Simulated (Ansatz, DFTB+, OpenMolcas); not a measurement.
**Loss of H2: CH3 → CH + H2**

Species: CH3 (methyl radical) `[CH3]`, doublet; CH, doublet; H2 (hydrogen), singlet. This is a balance of energies; it says nothing on the path, which may need atoms to shift.

Shapes, held fixed at every level: PBE0-D4/def2-TZVP. Programs: Ansatz 0.2.0, DFTB+ 25.1, OpenMolcas 26.06. A level may come from different programs for different species; with the same settings they agree closely. The zero-point and thermal change to 298 K, harmonic and unscaled (PBE0-D4/def2-TZVP, UPBE0-D4/def2-TZVP), is -27.9 kJ/mol.

| level | kind | ΔH(298 K) (kJ/mol) |
| --- | --- | --- |
| MP2/3-21G | perturbation theory | +452.1 |
| DFTB1 | semi-empirical | +553.8 |
| BLYP/3-21G | GGA | +450.0 |
| PBE/3-21G | GGA | +486.7 |
| B3LYP/3-21G | global hybrid | +460.0 |
| wB97X/3-21G | range-separated hybrid | +477.5 |
| CCSD/3-21G | coupled cluster or CI | +425.4 |
| CCSDT/3-21G | coupled cluster or CI | +426.1 |
| B3LYP/6-31G* (Cartesian functions) | global hybrid | +454.4 |

B3LYP/6-31G* (Cartesian functions) gives ΔH(298 K) = +454.4 kJ/mol; the levels span +425.4 to +553.8. DFTB1 strays far from the other rows. The median of the levels is +454.4. No measured value is set beside it here. T1 is large for CH (0.115), so single-reference values are less sure there. Spin contamination: CH (⟨S²⟩ up to 1.06). Open shells run unrestricted. Rows in sets without polarisation functions are far from converged.
